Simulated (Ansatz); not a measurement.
Basis-set extrapolation for `[CH2]C(F)(F)F` radical (PBE0-D4/def2-TZVP geometry, frozen core, Ansatz 0.2.0). Multiplicity 2, UHF reference.

```json
{"": "HF", "def2-TZVPP": "-375.348477", "def2-QZVPP": "-375.364657"}
{"": "MP2 correlation", "def2-TZVPP": "-1.038592", "def2-QZVPP": "-1.131674"}
{"": "CCSD(T) correlation", "def2-TZVPP": "-1.090710", "def2-QZVPP": "not run"}
```

Energies in hartree. Use E(X) = E(∞) + A·exp(−7.88·√X) for Hartree–Fock and E(X) = E(∞) + B·X^(−2.97) for correlation, with X = 3 and 4, and add CCSD(T) minus MP2 of the smaller set to the MP2 limit.

**Question.** What is the CCSD(T) energy at the basis-set limit?

**Answer.** HF limit: -375.364657 + (-0.016180) × 0.13774 = -375.36689. MP2 limit: -1.131674 + (-0.093082) × 0.74074 = -1.20062. Higher-order term: -1.090710 − (-1.038592) = -0.05212. Total: -376.61963 hartree, 113.2 kcal/mol below CCSD(T)/def2-TZVPP.
